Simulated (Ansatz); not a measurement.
**CH₃FO (SMILES OCF): a relaxed scan of the bond length O1–H4**

An exercise on one series of results from a longer session: the logs are not shown, and one member is left open.

Program: Ansatz 0.2.0, Gaussian basis. Level of theory: single points in def2-TZVPP. These are calculated values, not measurements.

Levels: PBE-D4, r2SCAN-D4, PBE0-D4, B3LYP-D4, wB97M-V, Hartree-Fock, MP2, CCSD, CCSD(T). The scan takes 0.846, 0.880, 0.929, 0.986, 1.049, 1.118, 1.190, 1.267, 1.346 Å.

Correlated methods freeze the cores. B3LYP uses VWN-RPA correlation.

34 further runs of the same task are left out: 34 set aside as unsound or not needed.

### The starting structure

The minimum, relaxed at PBE0-D4: SMILES `OCF`, 6 atoms, charge 0, spin multiplicity 1.

Atoms are counted from 1 here; the program's logs count them from 0.

Bond lengths: O1–C2 1.370 Å, O1–H4 0.962 Å, C2–F3 1.381 Å, C2–H5 1.096 Å, C2–H6 1.091 Å. Angles: C2–O1–H4 109.3°, O1–C2–F3 111.1°, O1–C2–H5 112.9°, O1–C2–H6 107.4°, F3–C2–H5 106.3°, F3–C2–H6 107.8°, H5–C2–H6 111.3°.

As a file:

```
O    -0.7940   -0.6972   -0.2474
C     0.2502    0.0490    0.2308
F    -0.0941    1.3832    0.3238
H    -0.9287   -0.4951   -1.1780
H     1.1368    0.0049   -0.4125
H     0.4721   -0.3088    1.2373
```

Energies of the minimum (eV), from earlier single points: PBE-D4 -5846.13847, r2SCAN-D4 -5849.44563, PBE0-D4 -5846.22812, B3LYP-D4 -5852.44887, wB97M-V -5850.36035, CCSD(T) -5842.40639.

At the minimum the bond length O1–H4 is 0.962 Å.

The first run:

relax/in.yaml reads:

```yaml
crystal:
  periodic: [false, false, false]
  atoms:
    - {symbol: O, position_ang: [-0.794015, -0.697182, -0.247427]}
    - {symbol: C, position_ang: [0.250179, 0.049047, 0.230771]}
    - {symbol: F, position_ang: [-0.094133, 1.383180, 0.323817]}
    - {symbol: H, position_ang: [-0.912532, -0.519426, -1.066006]}
    - {symbol: H, position_ang: [1.136763, 0.004867, -0.412547]}
    - {symbol: H, position_ang: [0.472055, -0.308811, 1.237302]}
basis:
  gaussian: {orbitals: def2-TZVP}
hamiltonian: {xc: pbe0, dispersion: d4}
relax: {f_tol: 0.005, max_steps: 200, constraints: [{distance: [0, 3]}]}
```

No record of the launch command was kept for these runs.

Among the steps run: O1–H4 = 0.846 Å; O1–H4 = 0.880 Å; O1–H4 = 0.929 Å; O1–H4 = 0.986 Å; O1–H4 = 1.049 Å; O1–H4 = 1.118 Å; O1–H4 = 1.190 Å; O1–H4 = 1.267 Å; O1–H4 = 1.346 Å.

One of the session's tables, all rows but one given; the rest of the session is left out.

It belongs to the step «The curves». Energies less that of the minimum at the same level (eV):

```
bond length (Å)  PBE-D4  PBE0-D4  B3LYP-D4  wB97M-V  Hartree-Fock
          0.846   0.508    0.443     0.456    0.448         0.324
          0.880   0.246    0.199     0.209    0.203         0.114
          0.929   0.045    0.026     0.030    0.028        -0.009
0.962 (minimum)   0.000    0.000     0.000    0.000         0.000
          0.986   0.003    0.017     0.013    0.016         0.043
          1.049   0.118    0.170     0.156    0.165         0.266
          1.118   0.366    0.461     0.433    0.453         0.634
          1.190       ?        ?         ?        ?             ?
          1.267   1.103    1.293     1.230    1.284         1.641
          1.346   1.529    1.769     1.688    1.764         2.212
```

Estimate the missing values for bond length (Å) = 1.190.

Worked estimate for «PBE-D4». A straight line through the neighbours (1.118, 0.366) and (1.267, 1.103) gives 0.366 + (1.103 − 0.366) × (1.190 − 1.118) / (1.267 − 1.118) = 0.722; a parabola fitted to 4 rows on both sides gives 0.702.

As computed: PBE-D4: 0.703; PBE0-D4: 0.843; B3LYP-D4: 0.799; wB97M-V: 0.833; Hartree-Fock: 1.099. In «PBE-D4» the line misses by +0.019 and the parabola by -0.001.

Caveats from the session: A polynomial through the near points puts the CCSD(T) minimum 0.001 Å below the PBE0-D4 value.
